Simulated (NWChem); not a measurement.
A series in which one site is exchanged, each optimised at PBE0/def2-SVP with NWChem, gas phase unless a solvent is named. For some, no frequency run checked for a minimum. def2 effective core potentials on Sn; no spin-orbit coupling.

A: [GeH3][CH]=C (C2H6Ge; site = Ge)
B: C=CC (C₃H₆; site = C)
C: [SiH3]C=C (C$_{2}$H$_{6}$Si; site = Si)
D: [CH](=C)[SnH3] (C₂H₆Sn; site = Sn)

Q: Rank them by vertical ionisation energy, ΔSCF, PBE0/def2-SVP (eV), lowest first.

A: B (9.70), D (9.91), A (10.03), C (10.15)
